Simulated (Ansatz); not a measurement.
Reaction (atomization): `C#CCCF` → 4 C• + F• + 5 H•

Computed with Ansatz on PBE0-D4/def2-TZVP structures; ΔE is electronic, products minus reactants. CCSD(T)/CBS is the MP2 limit (def2-TZVPP, def2-QZVPP) plus CCSD(T) − MP2 in def2-TZVPP, frozen cores. This one scheme is used for every species, atoms too. Functionals use def2-TZVPP. Open shells (•) are unrestricted, without spin–orbit coupling. Spin–orbit coupling would lower the free atoms: a little for C, F. Each species was taken in one conformer, which may not be the lowest.

| level | ΔE (eV) |
| --- | --- |
| PBE-D4 | 44.91 |
| CAM-B3LYP | 43.63 |

**Question.** What does CCSD(T)/CBS give? (An estimate is asked.)

**Answer.** Computed: +43.51 eV. The listed levels differ from it by 1.40, 0.12 eV.

**Question.** What do rigid-rotor, harmonic-oscillator terms from PBE0-D4/def2-TZVP frequencies (298.15 K, 1 bar) make of the CCSD(T)/CBS value? (Best estimate.)

**Answer.** Computed: ΔZPE = -2.12 eV, ΔH = +41.86 eV, ΔS = 1057 J/(mol·K), ΔG = +38.59 eV. Open shells count their whole term as degenerate.

Largest T1 diagnostic among the species: 0.011.

From PBE to PBE0 (25 % exact exchange), in def2-TZVPP and without D4, ΔE moves by −0.95 eV: exact exchange takes away binding that semilocal exchange gives to molecules. Leaving LDA and LC-ωPBE aside and taking each functional with its dispersion term where it has one, the values, not all of them listed here, spread over 2.82 eV, from BHLYP-D4 to PBE-D4. LDA lies +5.55 eV from PBE without D4, its usual overbinding. At CCSD(T), def2-SVP lies −1.74 eV from the extrapolated value and def2-TZVPP −1.04 eV: correlation converges slowly with the basis, and small sets miss more of it in the bonded molecule than in its fragments.

For atomizations the MP2-based limit and the directly extrapolated one differ by several kJ/mol either way, and by 10 to 25 for some Ge, Se and Sn compounds, so smaller differences from it don't rank the levels.
